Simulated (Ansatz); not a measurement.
Born–Oppenheimer molecular dynamics of CH₆BN (9 atoms, charge 0, multiplicity 1). It goes on from the last frame of an earlier run, with new velocities.

Method: Ansatz 0.2.0, RHF/def2-SVP.

```yaml
ensemble: NVE (velocity Verlet)
time_step: 0.5 fs
steps_asked: 100
starting_velocities_drawn_for: 700 K
seed: 467386
```

First frame:

```xyz
9
Properties=species:S:1:pos:R:3
B -0.050 0.149 0.020
N 0.005 0.071 1.395
H -0.843 0.224 1.823
H 0.745 -0.337 1.842
C 1.116 -0.069 -0.991
H 1.106 -1.108 -1.387
H 0.931 0.710 -1.789
H 2.138 0.125 -0.652
H -1.076 0.483 -0.421
```

How far do the bonds stretch over the last three quarters of this one trajectory? (Pairs bonded in most of those frames.)


```csv
bond,mean (Å),spread (Å),shortest,longest
B1–N2,1.403,0.020,1.37,1.43
B1–C5,1.596,0.062,1.50,1.68
B1–H9,1.211,0.037,1.15,1.26
N2–H3,1.005,0.026,0.96,1.05
N2–H4,1.012,0.038,0.95,1.06
C5–H6,1.099,0.021,1.06,1.13
C5–H7,1.095,0.033,1.05,1.15
C5–H8,1.096,0.009,1.08,1.11
```

Mean temperature of the second half: 534 K. The conserved energy stayed within 0.42 meV per atom of its start (net change -0.37 meV per atom), so the integration is sound. A run of 0.05 ps of so small a system gives no equilibrium averages.

Run time: 81 s on 1 thread of Arm Neoverse V1 (shared host), peak memory 0.11 GiB.
